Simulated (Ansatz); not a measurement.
Start from `F[Si]Cl` and change one atom or group to get `C[Si]F`.

Ansatz, PBE0-D4/def2-TZVP geometries, multiplicity 1. 

| property | `F[Si]Cl` |
| --- | --- |
| HOMO energy (ωB97M-V/def2-TZVPP) / eV | -10.08 |
| LUMO energy (PBE/def2-TZVPP) / eV | -3.32 |
| HOMO–LUMO gap (PBE0/def2-TZVPP) / eV | 5.46 |
| HOMO–LUMO gap (ωB97M-V/def2-TZVPP) / eV | 9.62 |
| vertical ionisation energy (CCSD(T)/CBS(def2)) / eV | 10.61 |
| HOMO energy (PBE/def2-TZVPP) / eV | -6.83 |

(1) What does the change do to each property? (Best estimate.)

Results:

(1) Computed: 
```json
{"property": "HOMO energy (ωB97M-V/def2-TZVPP) / eV", "`C[Si]F`": "-8.71", "shift": "1.37"}
{"property": "LUMO energy (PBE/def2-TZVPP) / eV", "`C[Si]F`": "-2.96", "shift": "0.36"}
{"property": "HOMO–LUMO gap (PBE0/def2-TZVPP) / eV", "`C[Si]F`": "4.49", "shift": "-0.97"}
{"property": "HOMO–LUMO gap (ωB97M-V/def2-TZVPP) / eV", "`C[Si]F`": "8.63", "shift": "-0.99"}
{"property": "vertical ionisation energy (CCSD(T)/CBS(def2)) / eV", "`C[Si]F`": "9.22", "shift": "-1.39"}
{"property": "HOMO energy (PBE/def2-TZVPP) / eV", "`C[Si]F`": "-5.49", "shift": "1.34"}
```

With PBE0 the HOMO rises by 1.37 eV and the LUMO rises by 0.41 eV, so the gap narrows by about 0.96 eV. PBE moves the HOMO by 1.34 eV and ωB97M-V by 1.37 eV. The zero-point energy changes by 88.6 kJ/mol with +9 modes.
